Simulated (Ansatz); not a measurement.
Yb, DFT, LDA, PAW with Ansatz's default frozen-core files, scalar-relativistic (Ansatz 0.2.0), run on 1 thread of Intel(R) Xeon(R) Platinum 8175M CPU @ 2.50GHz (Skylake/Cascade Lake) on a shared host.

The cell was built from the fcc type and relaxed in the same program, and has space group Fm-3m; it needn't be a known or the stable phase.

Command: `ansatz run input.yaml --threads 1 --pin off --max-ram 2048MiB --backend cpu --events-out ev --progress --plain --runs-dir out`

```yaml
crystal:
  lattice:
    - [0.0, 2.6112793414, 2.6112793414]
    - [2.6112793414, 0.0, 2.6112793414]
    - [2.6112793414, 2.6112793414, 0.0]
  atoms:
    - { symbol: Yb, position: [0.0, 0.0, 0.0] }
kpoints:
  mp_grid: { grid: [13, 13, 13] }
  band_path:
    path:
      - [0.0, 0.0, 0.0]
      - [0.5, 0.0, 0.5]
      - [0.625, 0.25, 0.625]
      - [0.375, 0.375, 0.75]
      - [0.0, 0.0, 0.0]
      - [0.5, 0.5, 0.5]
      - [0.5, 0.25, 0.75]
      - [0.5, 0.0, 0.5]
    npoints: 5
scf:
  occupations: { method: fermi_dirac, width: 0.05 }
hamiltonian:
  xc: lda
  pseudopotentials: { kind: paw }
output:
  forces: true
  stress: true
  eigenvalues: true
  efg: { contact_densities: true }
```

How large is the problem that the program sets up?

84 irreducible k-points, 725 plane waves at Γ, 16 bands.

Estimate the wall time.

5.9 s of wall time for 8 SCF iterations. Times on shared machines scatter by tens of per cent.

And the same cell and mesh by LAPW (all electrons), asked for forces, stress, eigenvalues and the same band path, on the same hardware?

22 s.
